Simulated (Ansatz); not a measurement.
Stepwise reaction of `[CH3][AlH][CH3]` with water, as a gas-phase model of exchange steps in deposition or etching. ΔE in kJ/mol.

Calculated with Ansatz (gas phase, PBE0-D4/def2-TZVP geometries, no zero-point term in ΔE). CBS: MP2 limit from def2 TZ/QZ plus the TZ coupled-cluster correction, frozen cores. This one scheme is used for every species. Functionals use def2-TZVPP. B3LYP here is the variant with VWN-RPA as its local correlation; programs differ in this. One conformer a species, not always the lowest.

```json
{"step": "2", "reaction": "`[CH3][AlH][OH]` + H₂O → `[OH][AlH][OH]` + CH₄", "PBE-D4": "-135.0", "B3LYP-D4": "-147.0", "ωB97M-V": "-142.4", "CCSD(T)/CBS": "-141.9"}
```

(1) Give the row of step 1, `[CH3][AlH][CH3]` + H₂O → `[CH3][AlH][OH]` + CH₄. (Estimate.)

(2) By hand: ΔE of the 2 steps together at CCSD(T)/CBS.

## Answers

(1) The calculation gave: 
| step | reaction | PBE-D4 | B3LYP-D4 | ωB97M-V | CCSD(T)/CBS |
| --- | --- | --- | --- | --- | --- |
| 1 | `[CH3][AlH][CH3]` + H₂O → `[CH3][AlH][OH]` + CH₄ | -145.1 | -156.0 | -151.5 | -149.9 |

(2) (-149.9) + (-141.9) = -291.8 kJ/mol, or -145.9 kJ/mol a step.

In ΔE each step is higher than the one before. All are downhill at CCSD(T)/CBS. PBE-D4 differs from CCSD(T)/CBS by 4.8 to 6.9 kJ/mol a step. Isolated molecules leave out the surface, adducts and barriers. Largest T1 diagnostic: 0.012.
